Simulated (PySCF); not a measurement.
## Ionising MgP

UHF-CCSD(T); basis Mg cc-pVDZ, P cc-pV(D+d)Z; no relativity; PySCF 2.14. Neutral (UHF): quartet (σ ↑, π ↑↑), Re = 2.597 Å, ωe = 266 cm⁻¹, De = 0.25 eV.

MgP⁺ (ROHF): triplet (π ↑↑), Re = 2.520 Å, ωe = 319 cm⁻¹, De = 1.15 eV to Mg⁺ + P. The energies at the minima are -540.44732 hartree for MgP and -540.20357 for MgP⁺.

Problem. Work out the adiabatic ionisation energy, without and with harmonic zero-point energies (1 hartree = 27.2114 eV, 1 eV = 8065.5 cm⁻¹), and the change of the bond length.

Solution. At CCSD(T): 0.24375 hartree = 6.633 eV between the minima; the zero-point term (319.0 − 266.0)/2 cm⁻¹ = +0.003 eV makes it 6.636 eV. Re changes by -7.7 pm against the neutral. The electron leaves a σ orbital, and the shorter bond of the ion fits an antibonding orbital, or a change in how ionic the bond is.

Correlated steps freeze 6 core orbitals. UHF and ROHF references stand side by side, which adds small steps between rows. Weak bonds: MgP. Basis-set superposition, not corrected here, can be much of De in a small basis, most of all at correlated wavefunction levels. For an ion De counts to the pair picked by the measured ionisation energies or electron affinities, which need not be the lowest pair at this level. States were picked by a PBE0 search and need not be the measured ground states.

Neutral and ion stand on different kinds of reference determinant, which adds to the error of the difference.
